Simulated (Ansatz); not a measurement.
**Structure optimisation: zirconium, hcp**

Theory: DFT, BLYP, plane waves (420 eV) with PAW, scalar-relativistic in Ansatz 0.2.0. The PAW files were generated under PBE, with cores re-solved for the functional.

k-point mesh 11×11×6, Fermi-Dirac smearing 0.05 eV, starting moments 1.00 ×2 μB. Cell and atoms relax.

Starting structure:

```yaml
crystal:
  lattice:
    - [3.2319982225, 0.0, 0.0]
    - [-1.6159991112, 2.7989925656, 0.0]
    - [0.0, 0.0, 5.147]
  atoms:
    - { symbol: Zr, position: [0.3333333333, 0.6666666667, 0.25], spin: 1.0 }
    - { symbol: Zr, position: [0.6666666667, 0.3333333333, 0.75], spin: 1.0 }
hamiltonian:
  xc: blyp
  pseudopotentials:
    kind: paw
    azcp:
      Zr: "pseudopotentials/Zr.paw.azcp"
basis:
  ecutwfc: 420
  fft_grid_basis: typed
kpoints:
  mp_grid: { grid: [11, 11, 6], shift: [0, 0, 0] }
magnetization:
  spin_polarized: true
scf:
  occupations: { method: fermi_dirac, width: 0.05 }
relax:
  max_steps: 60
  f_tol: 0.01
  cell: {}
```

What cell does the relaxation end in?

P6_3/mmc with a = 3.269 Å, c = 5.221 Å (c/a = 1.597); 24.16 Å³ per atom against 23.28 at the start (3.8 %).

How much energy does the relaxation gain?

9.5 meV per atom.

Path of the relaxation (the plane waves are chosen anew near the end, which can shift the energy a little):

```tsv
step	E − E(final) (meV/atom)	V (Å³/atom)	P (GPa)	max force (eV/Å)
0	9.49	23.281	3.53	0.000
1	0.16	24.178	-0.07	0.000
2	0.15	24.160	0.00	0.000
3	0.00	24.160	0.00	0.000
```

Which magnetic state does it end in?

non-magnetic.
